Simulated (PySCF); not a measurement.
# BH6OP: the cost of one run

Computed with PySCF 2.14.0, with density-fitted response routines of our own, on a single molecule in the gas phase. Atoms are numbered from 0 throughout.

## Step 1: Starting geometry

9 atoms, charge 0, multiplicity 1; geometry from: PBE0-D3(BJ)/def2-SVP.

Bonds of the start (Å): O0–B1 1.34, O0–H3 0.97, B1–H4 1.21, B1–H5 1.22, P2–H6 1.42, P2–H7 1.42, P2–H8 1.42.

The optimised geometry no longer has the bonds of the starting formula, so what follows describes that rearranged structure.

## Step 2: X-ray photoelectron lines: SCAN, X2C

The job: settings as JSON, then the geometry in Å.

```
{"job": {"kind": "xps"}, "charge": 0, "multiplicity": 1}
O     -1.368118    -0.967706    -0.603753
B     -2.175299    -0.407552     0.306297
P      1.728209     0.310822    -0.185864
H     -0.456117    -0.630093    -0.561050
H     -3.329655    -0.773177     0.325020
H     -1.759046     0.434849     1.081097
H      2.300438     1.344927    -0.980328
H      2.910436    -0.481703    -0.139299
H      1.963503     0.962402     1.057957
```

With the program's defaults for keys left out, this is: delta-SCF UKS SCAN, pcX-2 on the ionised atom, pcseg-1 elsewhere, spin-free X2C.

The run is started by

```console
$ OMP_NUM_THREADS=1 python probes_run.py task.json out
```

This one command runs all jobs of the session in turn.

**Question.** How long does this first job take on 1 thread of Arm Neoverse V1, shared host, and how much memory does it need?

About 9.8 s, with a peak of 0.4 GiB.
